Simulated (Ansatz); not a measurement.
Input file:

```yaml
crystal:
  periodic: [false, false, false]
  atoms:
    - {symbol: Al, position_ang: [0.000000, 0.095787, 1.875075]}
    - {symbol: Al, position_ang: [0.000000, -0.309421, -0.748437]}
    - {symbol: C, position_ang: [0.000000, 0.379708, -2.565554]}
    - {symbol: H, position_ang: [0.000000, 1.194137, 0.412395]}
basis:
  gaussian: {orbitals: cc-pVDZ}
total_charge: 1
magnetization: {spin_polarized: true, initial_magnetization: 2}
hamiltonian: {xc: {name: PBE0}}
output: {orbitals: {seedname: orbitals}}
```

```sh
$ ansatz run in.yaml --threads 1 --pin off --events-out ev --progress --plain --max-ram 2393MiB
```

Log:

```
539 factors; integrals over basis functions are off by at most 1.2e-3 eV
mean field evaluation 1: about -14192.0133 eV, gradient 5.8e1 eV
mean field evaluation 2: about -14008.0061 eV, gradient 8.2e1 eV
mean field evaluation 4: about -14223.1278 eV, gradient 1.0e1 eV
mean field evaluation 8: about -14224.5007 eV, gradient 3.0e-1 eV
mean field evaluation 16: about -14224.5562 eV, gradient 1.5e-1 eV
mean field evaluation 32: about -14224.9009 eV, gradient 7.7e-1 eV
mean field evaluation 64: about -14225.0450 eV, gradient 9.3e-1 eV
mean field evaluation 96: about -14224.8630 eV, gradient 7.1e-1 eV
mean field -14225.17594038 eV, -522.7655736383 hartree, gradient 3.2e-6 eV, S^2 2.610308; 13 other end points of the search recorded, 0 dependent functions left out
reference -14225.17596857 eV, -522.7655746745 hartree; 17, 15 occupied and 38, 40 virtual orbitals, 539 factors
Total energy: -14225.17596857 eV, -522.7655746745 hartree
```

Ran on 1 thread of Intel Xeon, shared host: 25 s wall, 0.14 GiB peak host memory.
